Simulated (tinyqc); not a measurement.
Inside a calculation. Method: extended Hueckel theory, for BH. Computed by tinyqc, a small Python program that keeps every step (integrals from PySCF). Settings: charge = 0, K = 1.5, weighted = 1, multiplicity = 1. Command: `OMP_NUM_THREADS=1 python tinyqc.py 27585 27586 out.jsonl` (the two numbers bound the seeds that draw the settings). One thread of a shared host (Intel(R) Xeon(R) Processor @ 2.60GHz), about 0.01 s of CPU time with the checks.

## Overlaps

Geometry (angstrom):

| atom | x | y | z |
|---|---|---|---|
| B | 0.00000 | 0.00000 | 0.00000 |
| H | 0.00000 | 0.00000 | 1.18600 |

Parameters chosen for this run:

| element | shell | Slater exponent | H_ii (eV) |
|---|---|---|---|
| H | 1s | 1.30000 | -13.60000 |
| B | 2s | 1.30000 | -15.20000 |
| B | 2p | 1.30000 | -8.50000 |

Slater orbitals, each expanded in six Gaussians scaled to its exponent.

overlap S:
```
          1B 2s   1B 2px   1B 2py   1B 2pz    2H 1s
1B 2s   1.00000  0.00000  0.00000  0.00000  0.49052
1B 2px  0.00000  1.00000  0.00000  0.00000  0.00000
1B 2py  0.00000  0.00000  1.00000  0.00000  0.00000
1B 2pz  0.00000  0.00000  0.00000  1.00000  0.53323
2H 1s   0.49052  0.00000  0.00000  0.53323  1.00000
```

## Wolfsberg-Helmholz matrix

diagonal H_ii (eV): 1B 2s -15.20000, 1B 2px -8.50000, 1B 2py -8.50000, 1B 2pz -8.50000, 2H 1s -13.60000

K = 1.50000

H_ij = K' S_ij (H_ii + H_jj)/2 for i != j (the diagonal keeps H_ii), with K' = K + D^2 + D^4 (1 - K), D = (H_ii - H_jj)/(H_ii + H_jj), K = 1.5.

H (eV):
```
            1B 2s    1B 2px    1B 2py    1B 2pz      2H 1s
1B 2s   -15.20000   0.00000   0.00000   0.00000  -10.61690
1B 2px    0.00000  -8.50000   0.00000   0.00000    0.00000
1B 2py    0.00000   0.00000  -8.50000   0.00000    0.00000
1B 2pz    0.00000   0.00000   0.00000  -8.50000   -9.14379
2H 1s   -10.61690   0.00000   0.00000  -9.14379  -13.60000
```

## Orbitals

valence electrons = 4

Solve H C = S C e through S^(-1/2); fill by pairs from the bottom, a degenerate level sharing its electrons equally; each orbital has its largest coefficient positive (the first on a tie).

orbital energies (eV): -16.87385  -11.09413  -8.50000  -8.50000  5.30573

occupations: 2.00000  2.00000  0.00000  0.00000  0.00000

coefficients:
```
            MO1       MO2       MO3      MO4       MO5
1B 2s   0.67069   0.61300   0.00000  0.00000  -0.82516
1B 2px  0.00000   0.00000  -0.33751  0.94132   0.00000
1B 2py  0.00000   0.00000   0.94132  0.33751   0.00000
1B 2pz  0.00837  -0.60520   0.00000  0.00000  -1.11005
2H 1s   0.47975  -0.48635   0.00000  0.00000   1.27997
```

sum of one-electron energies = -55.93597 eV

Within a degenerate level the vectors are fixed only up to a rotation; this is one choice.

## Mulliken analysis

P = C n C^T; charge = valence electrons (H 1, B 3) minus the sum of (P S)_ii on the atom; overlap population = 2 sum P_ij S_ij between two atoms.

charges: 1B 0.27478, 2H -0.27478

Overlap populations:

| pair | value |
|---|---|
| 2-1 | 0.682733 |
